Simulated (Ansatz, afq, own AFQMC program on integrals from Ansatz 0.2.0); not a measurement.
## Where AFQMC and coupled cluster stand for CH₂N, doublet

```xyz
4

N     0.0000    0.0000    0.5696
C     0.0000    0.0000   -0.8639
H     0.0000    0.9554    1.1897
H     0.0000   -0.9554    1.1897
```

Connectivity, by distances: NH2–C.

Basis cc-pVDZ. Only valence electrons are correlated. Ansatz 0.2.0 and our own AFQMC program on the same integrals; the CISD trial comes from CCSD amplitudes, and released means the phaseless constraint is let go. Uncertainties: one standard error, sampling alone.

Determinant: UHF, the one that the program's search chose, which needn't be the lowest solution. The geometry is a point of a scan.

No full CI on the walks' own integrals is used here; CCSDT(Q) serves as the reference and is uncertain by about the last step of the cluster series.

* T1 diagnostic: 0.0254
* weight of the determinant in the CISD state: 0.873
* ⟨S²⟩ of the determinant: 0.773
* size of the correlated space: 11 electrons in 36 orbitals

Reference: CCSDT(Q), correlation energy -8.412 eV. The released energy is read at 2.40 1/Eh (meV from the phaseless value at times in 1/Eh: -32 ± 19 at 0.24, -41 ± 15 at 0.51, -24 ± 15 at 0.99, -50 ± 21 at 1.62, -23 ± 27 at 2.40).

```tsv
level	E − E(reference) (kJ/mol)	share of correlation (%)
HF	811.6	0.00
MP2	106.3	86.91
CCSD	33.5	95.87
CCSD(T)	5.3	99.35
CCSDT	2.6	99.68
ph-AFQMC/CISD	4.3 ± 2.1	99.47
released AFQMC	2.1 ± 2.6	99.74
```

A walk keeps the symmetry of its determinant, which the program's search chose and which needn't be the lowest solution, so a lower state of the same spin and another symmetry isn't excluded. Released energies are given only where the last usable release times agree within the noise; a slower fall can still hide under it.
